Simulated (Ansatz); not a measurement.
This script for Ansatz's Python interface starts 8 runs on C2H5N, SMILES CC[N]. What input does the engine get in each?

`scan.py`
```python
'''Stretching a bond of C2H5N, the rest held rigid.'''

import ansatz as az
from ase import Atoms
import numpy as np

BASIS = '6-31G*'
FUNCTIONAL = 'pbe'

atoms = Atoms(['C', 'C', 'N', 'H', 'H', 'H', 'H', 'H'], positions=[
    (0.7675, 0.0991, 0.0415),
    (-0.7317, -0.1562, 0.0028),
    (-1.3883, 0.8675, -0.7918),
    (1.2643, -0.6859, 0.6498),
    (1.1859, 0.0743, -0.9873),
    (0.9745, 1.0908, 0.4971),
    (-1.1415, -0.1375, 1.0346),
    (-0.9305, -1.1519, -0.4467),
])
system = az.Crystal.molecule_from_ase(atoms)

symbols = [site.symbol for site in system.cartesian_sites]
start = np.array([site.position_ang for site in system.cartesian_sites])
axis = (start[7] - start[1]) / np.linalg.norm(start[7] - start[1])
moving = [7]
lengths, energies = [0.977, 1.022, 1.066, 1.11, 1.155, 1.199, 1.244, 1.31], []
for length in lengths:
    xyz = start.copy()
    xyz[moving] += (length - np.linalg.norm(start[7] - start[1])) * axis
    point = az.Crystal.molecule()
    for symbol, place in zip(symbols, xyz):
        point = point.atom(symbol, place.tolist())
    model = point.calculation().basis(gaussian=BASIS).functional(FUNCTIONAL).spin('collinear', total=2)
    report = model.run(threads=1).report
    energies.append(report['free_energy_ev'])
    print(f'r = {length:6.3f} A  E = {energies[-1]:.5f} eV  <S^2> = {abs(report["mean_field"]["state"]["spin_squared"]):.3f}')

# quartic fit about the minimum
fit = np.polynomial.Polynomial.fit(lengths, np.array(energies) - min(energies), 4).convert()
roots = [r.real for r in fit.deriv().roots() if abs(r.imag) < 1e-9 and fit.deriv(2)(r.real) > 0]
r_e = min(roots, key=lambda r: abs(r - lengths[int(np.argmin(energies))]))
print(f'minimum of the fit at {r_e:.4f} A, force constant {fit.deriv(2)(r_e):.2f} eV/A^2')
```

Run 1:
```yaml
crystal:
  periodic: [false, false, false]
  atoms:
    - { symbol: C, position_ang: [0.7675, 0.0991, 0.0415] }
    - { symbol: C, position_ang: [-0.7317, -0.1562, 0.0028] }
    - { symbol: "N", position_ang: [-1.3883, 0.8675, -0.7918] }
    - { symbol: H, position_ang: [1.2643, -0.6859, 0.6498] }
    - { symbol: H, position_ang: [1.1859, 0.0743, -0.9873] }
    - { symbol: H, position_ang: [0.9745, 1.0908, 0.4971] }
    - { symbol: H, position_ang: [-1.1415, -0.1375, 1.0346] }
    - { symbol: H, position_ang: [-0.9066166434609254, -1.0322789833704398, -0.3926981450487222] }
basis:
  gaussian:
    orbitals: "6-31G*"
hamiltonian:
  xc: pbe
magnetization:
  spin_polarized: true
  initial_magnetization: 2.0
```

Run 2, against run 1:
```diff
-    - { symbol: H, position_ang: [-0.9066166434609254, -1.0322789833704398, -0.3926981450487222] }
+    - { symbol: H, position_ang: [-0.9146731930573857, -1.0726306253885256, -0.41091453862824373] }
```

Run 3, against run 1:
```diff
-    - { symbol: H, position_ang: [-0.9066166434609254, -1.0322789833704398, -0.3926981450487222] }
+    - { symbol: H, position_ang: [-0.922550708218369, -1.112085564250654, -0.42872612346155364] }
```

Run 4, against run 1:
```diff
-    - { symbol: H, position_ang: [-0.9066166434609254, -1.0322789833704398, -0.3926981450487222] }
+    - { symbol: H, position_ang: [-0.9304282233793524, -1.1515405031127823, -0.44653770829486356] }
```

Run 5, against run 1:
```diff
-    - { symbol: H, position_ang: [-0.9066166434609254, -1.0322789833704398, -0.3926981450487222] }
+    - { symbol: H, position_ang: [-0.9384847729758126, -1.191892145130868, -0.46475410187438504] }
```

Run 6, against run 1:
```diff
-    - { symbol: H, position_ang: [-0.9066166434609254, -1.0322789833704398, -0.3926981450487222] }
+    - { symbol: H, position_ang: [-0.9463622881367959, -1.2313470839929963, -0.48256568670769495] }
```

Run 7, against run 1:
```diff
-    - { symbol: H, position_ang: [-0.9066166434609254, -1.0322789833704398, -0.3926981450487222] }
+    - { symbol: H, position_ang: [-0.9544188377332561, -1.271698726011082, -0.5007820802872164] }
```

Run 8, against run 1:
```diff
-    - { symbol: H, position_ang: [-0.9066166434609254, -1.0322789833704398, -0.3926981450487222] }
+    - { symbol: H, position_ang: [-0.9662351104747311, -1.3308811343042746, -0.5274994575371813] }
```

`python scan.py` gives:
```text
r =  0.977 A  E = -3637.23295 eV  <S^2> = 2.005
r =  1.022 A  E = -3637.44712 eV  <S^2> = 2.005
r =  1.066 A  E = -3637.55775 eV  <S^2> = 2.005
r =  1.110 A  E = -3637.59280 eV  <S^2> = 2.005
r =  1.155 A  E = -3637.56859 eV  <S^2> = 2.005
r =  1.199 A  E = -3637.50023 eV  <S^2> = 2.005
r =  1.244 A  E = -3637.39614 eV  <S^2> = 2.005
r =  1.310 A  E = -3637.19981 eV  <S^2> = 2.006
minimum of the fit at 1.1124 A, force constant 29.64 eV/A^2
```

Total energies depend on the basis set; only differences at equal settings carry meaning. The rest of the molecule is held rigid at a force-field or estimated start geometry, and the basis set is modest; single-reference methods fail as a bond breaks. The run takes the species as open-shell (spin multiplicity 3), which needn't be its ground state. The whole script took 12 s on 1 thread of Arm Neoverse V1 (shared host), peak memory 0.18 GiB.
